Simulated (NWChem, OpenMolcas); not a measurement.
# A ladder of methods for SiS (SMILES [Si-]#[S+])

SiS: 2 atoms, total charge 0, spin state singlet. SMILES: `[Si-]#[S+]`. Geometry: the measured bond length.

```xyz
2

Si    0.0000    0.0000    0.0000
S     0.0000    0.0000    1.9293
```

Each level gives the dipole moment (D). The values are calculated.

**What was measured.** NIST CCCBDB gives the dipole moment of the gas as 1.73 D.

```tsv
level	kind	program	value (D)	computed − measured	CPU time
HF/cc-pVTZ	Hartree–Fock	OpenMolcas	2.28	+0.55	2.4 s
PBE/cc-pVTZ	GGA	NWChem	1.49	-0.24	32 s
revPBE/cc-pVTZ	GGA	NWChem	1.47	-0.26	31 s
M06-L/cc-pVTZ	meta-GGA	OpenMolcas	1.68	-0.05	11 s
TPSS/cc-pVTZ	meta-GGA	NWChem	1.51	-0.22	34 s
B3LYP/cc-pVTZ	global hybrid	NWChem	1.75	+0.02	33 s
M06-2X/cc-pVTZ	hybrid meta-GGA	OpenMolcas	1.95	+0.22	11 s
wB97X/cc-pVTZ	range-separated hybrid	NWChem	1.95	+0.22	2.1 min
```

Nearest: B3LYP/cc-pVTZ (+0.02 D); farthest: HF/cc-pVTZ (+0.55 D). The measured dipole is a vibrational average, so differences of a few hundredths of a debye mean little. Computed less measured by kind, in D (cc-pVTZ rows): Hartree–Fock +0.55; GGA -0.26 to -0.24; meta-GGA -0.22 to -0.05; global hybrid +0.02 to +0.22; range-separated hybrid +0.22. Times are those of the runs behind each value, whatever else they computed, on shared processors of several kinds: orders of magnitude only.
